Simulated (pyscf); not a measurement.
•HN–SiH₂–F + hydrogen (H₂) -> H₂N–SiH₂–F + H atom (H•), a hydrogen abstraction (doublet surface; H–H broken, H–N formed). PySCF, gas phase, ωB97X-D3(BJ)/def2-SVP geometries. Energies in eV from the separated reactants.

Small-basis levels: PySCF, no dispersion term, spherical d functions. Open shells are spin-unrestricted. 

In single points HF/3-21G puts the saddle at 0.77 eV and the reaction energy at -0.53 eV. Should these be trusted to within a few kcal/mol? Compare with ωB97M-D3(BJ)/def2-TZVP.

ωB97M-D3(BJ)/def2-TZVP gives ΔE‡ = 0.32 eV and ΔE = -0.47 eV. HF/3-21G lies 0.45 eV over it in the barrier and 0.06 eV under it in the reaction energy, so on this step it does not hold to within 0.13 eV. ωB97M-D3(BJ)/def2-TZVP has limits of its own. •HN–SiH₂–F lies 0.77 eV over its isomer H₂N–SiH•–F (electronic energy, ωB97M-D3(BJ)/def2-TZVP). One saddle was located; it need not be the lowest between these sides. The angle at the transferred H is 158°.
